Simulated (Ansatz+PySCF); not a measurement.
singlet C2H3N: levels of theory in one basis

```yaml
atoms:
  - { symbol: C, position_ang: [0.0000, 0.0000, -1.1748] }
  - { symbol: C, position_ang: [0.0000, 0.0000, 0.2783] }
  - { symbol: N, position_ang: [0.0000, 0.0000, 1.4351] }
  - { symbol: H, position_ang: [0.0000, -1.0314, -1.5557] }
  - { symbol: H, position_ang: [-0.8932, 0.5157, -1.5557] }
  - { symbol: H, position_ang: [0.8932, 0.5157, -1.5557] }
```

Basis set: def2-SVP (spherical functions). Frozen core: 3 orbitals. Charge 0, multiplicity 1.

Computed with Ansatz (development build ahead of 0.2.0); each method stands on the lowest determinant of its kind that the runs found. NEVPT2 correlates all electrons. Active spaces start from the frontier orbitals, and the lowest solution found is given.

```json
{"method": "RHF", "E − E(RHF) (eV)": "0.00", "<S²> of the determinant": "0.00"}
{"method": "RHF-MP2", "E − E(RHF) (eV)": "-11.54", "<S²> of the determinant": "–"}
{"method": "RHF-CCSD(T)", "E − E(RHF) (eV)": "-12.56", "<S²> of the determinant": "–"}
{"method": "CASSCF(4,4)", "E − E(RHF) (eV)": "-2.17", "<S²> of the determinant": "–"}
{"method": "CASSCF(2,2)", "E − E(RHF) (eV)": "-0.74", "<S²> of the determinant": "–"}
{"method": "SC-NEVPT2(2,2)", "E − E(RHF) (eV)": "-11.73", "<S²> of the determinant": "–"}
{"method": "SC-NEVPT2(4,4)", "E − E(RHF) (eV)": "-11.52", "<S²> of the determinant": "–"}
```

Q: What does RHF-CCSD give on the same scale?

A: -12.11 eV.

Q: Is a single determinant a sound starting point here?

A: By this sign, yes. Unrestricted orbitals gain 0.00 eV and <S²> is 0.00 against 0.00 for a pure state. The CASSCF(4,4) natural occupations are 1.94, 1.94, 0.06, 0.06. The CASSCF(2,2) natural occupations are 1.94, 0.06.
